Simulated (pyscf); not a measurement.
Optimised with ωB97X-D3(BJ)/def2-SVP in PySCF.

Task: H₂N–TiH(Cl)–Cl (SMILES [NH2][TiH]([Cl])[Cl]) → HN=Ti(Cl)–Cl (SMILES [NH]=[Ti]([Cl])[Cl]) + H₂ (SMILES [H][H])
Surface: singlet. Broken: H–Ti, H–N. Formed: H–H. Give ΔE‡ and ΔE from ωB97M-D3(BJ)/def2-TZVP, relative to the reactant's lowest minimum found.

Result: ΔE‡ = 1.29 eV, ΔE = +1.38 eV. Zero-point energy shifts the barrier by -0.09 eV. It is an elimination, with an imaginary mode of 1130i cm⁻¹. On the product side the descent ends in an adduct with a H–Ti contact, 0.45 eV under the separated species and 0.35 eV under the saddle at ωB97X-D3(BJ)/def2-TZVP. At ωB97M-D3(BJ) the saddle lies under the separated products, which points to a path from their complex (located at ωB97X-D3(BJ) alone), and parting the products costs more than the saddle. This is the saddle that the search found; another between the same sides may lie lower.
